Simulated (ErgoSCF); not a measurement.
**BNH3 (SMILES B[NH]): levels of theory compared**

Aim: a comparison of 6 runs (UHF/STO-3G, UHF/3-21G, UHF/def2-SVP, UHF/pcseg-1, UB3LYP/6-31G*, UBP86/pcseg-1) of BNH3. 

The results are computed with ErgoSCF 3.8.

## (1) The system as given

BNH3 has 5 atoms, charge 0, and is taken as a doublet. SMILES: `B[NH]`. The shape is that of a PBE0-D4/def2-TZVP optimisation.

Bond lengths: B1–N2 1.329 Å, B1–H3 1.210 Å, B1–H4 1.204 Å, N2–H5 0.999 Å. Angles: B1–N2–H5 163.9°, N2–B1–H3 118.8°, N2–B1–H4 121.2°, H3–B1–H4 119.9°.

## (2) The energy at UHF/STO-3G (run 1)

File mol.xyz:

```xyz
5

B     -0.310800    -0.370100    -0.091600
N      0.531200     0.655200    -0.019800
H     -0.414800    -1.107400     0.862500
H     -0.964100    -0.573100    -1.081900
H      1.208400     1.321700     0.289300
```

File ergo.in:

```
set_nthreads(1)
molecule "mol.xyz"
charge = 0
tmpdir = "."
scf.max_number_of_iterations = 120
basis = "STO-3G"
scf.use_diagonalization = 1
scf.output_mulliken_pop = 1
spin_polarization = 1
run "HF"
```

The basis set STO-3G is read from a file made from the Basis Set Exchange's data (not shown).

Run with:

```console
$ ergo ergo.in
```

What it wrote:

```text
[...]
INSC SCF_general constructor, number of basis functions: 13
[...]
INSC Energy   1 =        -60.30467558210
[...]
INDE E_LUMO =          0.26275563928
[...]
INSC Energy  16 =        -79.81173398136  ( diff     -0.000000000001947 )
[...]
RESC CONVERGED after  16 iterations.
RESC FINAL ENERGY:        -79.81173398136
RESC FINAL <S2> =          0.77927182967
[...]
INSC SCF: dipole_moment_x [atomic units] =       0.48120890
INSC SCF: dipole_moment_y [atomic units] =       0.52214365
INSC SCF: dipole_moment_z [atomic units] =       0.14309585
[...]
```

Run time: 1.1 s. Hardware: 1 thread of Intel Xeon Platinum 8259CL at 2.50GHz (Skylake/Cascade Lake), shared host; peak memory 0.27 GiB.

## (3) A single-point energy at UHF/3-21G (run 2)

mol.xyz, as its differences from that of step 2:

```diff
@@ -1,3 +1,3 @@
 5
-
+BH3N
 B     -0.310800    -0.370100    -0.091600
```

File run.inp:

```
set_nthreads(1)
basis = "3-21G"
scf.use_diagonalization = 1
scf.max_number_of_iterations = 120
charge = 0
tmpdir = "."
spin_polarization = 1
scf.output_mulliken_pop = 1
molecule "mol.xyz"
run "HF"
```

The basis set 3-21G is read from a file made from the Basis Set Exchange's data (not shown).

Run with:

```console
$ ergo run.inp
```

What it wrote:

```text
[...]
INSC SCF_general constructor, number of basis functions: 24
[...]
INSC Energy   1 =        -44.28901462565
[...]
INDE E_LUMO =          0.10896653095
[...]
INSC Energy  17 =        -80.39352546947  ( diff     -0.000000000002260 )
[...]
RESC CONVERGED after  17 iterations.
RESC FINAL ENERGY:        -80.39352546947
RESC FINAL <S2> =          0.77804549936
[...]
INSC SCF: dipole_moment_x [atomic units] =       0.52699487
INSC SCF: dipole_moment_y [atomic units] =       0.55569389
INSC SCF: dipole_moment_z [atomic units] =       0.18251000
[...]
```

Wall time 1.3 s (1 thread of Intel Xeon Platinum 8259CL at 2.50GHz (Skylake/Cascade Lake), shared host); peak memory 0.27 GiB.

Run 3 isn't shown in full; the table further down has it.

## (4) The energy at UHF/pcseg-1 (run 4)

File job.ego:

```
# BH3N
set_nthreads("env")
molecule_inline Angstrom
B       -0.310800      -0.370100      -0.091600
N        0.531200       0.655200      -0.019800
H       -0.414800      -1.107400       0.862500
H       -0.964100      -0.573100      -1.081900
H        1.208400       1.321700       0.289300
EOF
scf.max_number_of_iterations = 120
tmpdir = "."
charge = 0
spin_polarization = 1
basis = "pcseg-1"
scf.output_mulliken_pop = 1
scf.use_diagonalization = 1
run "HF"
```

The basis set pcseg-1 is read from a file made from the Basis Set Exchange's data (not shown).

Run with:

```console
$ ergo job.ego
```

What it wrote:

```text
[...]
INSC SCF_general constructor, number of basis functions: 43
[...]
INSC Energy   1 =        -22.33243401563
[...]
INDE E_LUMO =          0.08394169258
[...]
INSC Energy  18 =        -80.82157445162  ( diff     -0.000000000001208 )
[...]
RESC CONVERGED after  18 iterations.
RESC FINAL ENERGY:        -80.82157445162
RESC FINAL <S2> =          0.77214533798
[...]
INSC SCF: dipole_moment_x [atomic units] =       0.45334822
INSC SCF: dipole_moment_y [atomic units] =       0.47752589
INSC SCF: dipole_moment_z [atomic units] =       0.15786619
[...]
```

It took 8.1 s on 1 thread of Intel Xeon Platinum 8259CL at 2.50GHz (Skylake/Cascade Lake), shared host; peak memory 0.27 GiB.

Run 5 isn't shown in full; the table further down has it.

## (5) The energy at UBP86/pcseg-1 (run 6)

File job.ego:

```
set_nthreads("env")
molecule_inline Angstrom
B     -0.310800    -0.370100    -0.091600
N      0.531200     0.655200    -0.019800
H     -0.414800    -1.107400     0.862500
H     -0.964100    -0.573100    -1.081900
H      1.208400     1.321700     0.289300
EOF
basis = "pcseg-1"
tmpdir = "."
spin_polarization = 1
XC.radint = 1e-11
scf.output_mulliken_pop = 1
scf.use_diagonalization = 1
scf.max_number_of_iterations = 120
XC.sparse_mode = 0
XC.angint = 41
run "BP86"
```

The basis set pcseg-1 is read from a file made from the Basis Set Exchange's data (not shown).

Run with:

```console
$ ergo job.ego
```

What it wrote:

```text
[...]
INDF Weighted mixed functional:
[...]
INSC Energy   1 =        -26.32137029576
[...]
INDE E_LUMO =         -0.16665060149
[...]
INSC Energy  24 =        -81.33463259082  ( diff     -0.000000000001990 )
[...]
RESC CONVERGED after  24 iterations.
RESC FINAL ENERGY:        -81.33463259082
RESC FINAL <S2> =          0.75480960883
[...]
INSC SCF: dipole_moment_x [atomic units] =       0.36190576
INSC SCF: dipole_moment_y [atomic units] =       0.35206319
INSC SCF: dipole_moment_z [atomic units] =       0.17202891
[...]
```

Wall time 14 s (1 thread of Intel Xeon Platinum 8259CL at 2.50GHz (Skylake/Cascade Lake), shared host); peak memory 0.26 GiB.

## (6) All runs side by side

| run | level | integration grid | radint | energy (Eh) | dipole moment (D) | ⟨S²⟩ | wall time |
| --- | --- | --- | --- | --- | --- | --- | --- |
| 1 | UHF/STO-3G | – | – | -79.811734 | 1.84 | 0.779 | 1.1 s |
| 2 | UHF/3-21G | – | – | -80.393525 | 2.00 | 0.778 | 1.3 s |
| 3 | UHF/def2-SVP | – | – | -80.781159 | 1.85 | 0.774 | 7.5 s |
| 4 | UHF/pcseg-1 | – | – | -80.821574 | 1.72 | 0.772 | 8.1 s |
| 5 | UB3LYP/6-31G* (spherical functions) | Turbo | 1e-11 | -81.352036 | 1.57 | 0.757 | 9.6 s |
| 6 | UBP86/pcseg-1 | Turbo | 1e-11 | -81.334633 | 1.36 | 0.755 | 14 s |

## (7) Outcome

| quantity | value |
| --- | --- |
| run 6: total energy | -81.33463 Eh |
| run 6: dipole moment | 1.36 D |
| run 6: ⟨S²⟩ | 0.755 |

In words: The dipole moment (its size) runs from 1.36 D (UBP86/pcseg-1) to 2.00 D (UHF/3-21G). The two ends differ in method and basis. Totals of different functionals can't be ranked against each other. In run 1 the basis is minimal, so the values are rough. All runs together took 41 s, the longest 14 s.
